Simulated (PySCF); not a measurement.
**Towards the basis-set limit for O₂−**

Aim: bond length, wavenumber and bond energy of O₂− near the limit of CCSD(T), built from two basis sets and any small corrections listed.

Computed with PySCF 2.14.0. Level: CCSD(T) on ROHF, no relativity in the base curves; scalar relativity is added as a correction.

2 further runs of the same task are left out: 2 set aside as unsound or not needed.

### 1 The job

```yaml
molecule: O₂−
state: doublet, unpaired electrons π ↑
smaller_basis: O aug-cc-pVDZ
larger_basis: O aug-cc-pVTZ
frozen_core_orbitals: 2
extrapolation: correlation as n⁻³ (n = 2, 3), Hartree–Fock as (n+1)·exp(−9√n)
corrections: core–valence correlation, scalar relativity
distances_Å: 1.1717, 1.2250, 1.2783, 1.3315, 1.3848, 1.4514, 1.5179
masses_u: 15.9949, 15.9949
dissociation_limit: O + O−
```

The run is started by

```console
OMP_NUM_THREADS=4 python comp.py task.json out
```

### 2 The runs

**Question.** What will these runs give? Wanted: for each run, Re; ωe; ωexe; αe; De.

The runs gave:

```tsv
level	Re (Å)	ωe (cm⁻¹)	ωexe (cm⁻¹)	αe (cm⁻¹)	De (eV)
CCSD(T)/aug-cc-pVDZ(-PP)	1.3672	1068.5	8.62	0.0144	3.687
CCSD(T)/aug-cc-pVTZ(-PP)	1.3557	1114.8	8.31	0.0132	4.008
HF/CBS	1.2823	1446.8	7.15	0.0107	1.180
MP2/CBS	1.3834	976.3	11.5	0.0167	4.813
CCSD/CBS	1.3335	1209.8	7.68	0.0121	3.792
CCSD(T)/CBS	1.3521	1126.2	8.35	0.0131	4.115
CCSD(T)/CBS+CV	1.3500	1129.3	8.38	0.0131	4.121
CCSD(T)/CBS+CV+SR	1.3505	1127.8	8.36	0.0131	4.115
```

What this shows: The last step gives Re = 1.3505 Å, ωe = 1127.8 cm⁻¹ and De = 4.115 eV; the smaller basis alone is off from it by +16.7 mÅ and -0.43 eV. Near the minimum the mean field binds by 1.11 eV and correlation adds 2.99 eV of binding. T1 is 0.024. Spin–orbit coupling and excitations beyond (T) are left out.
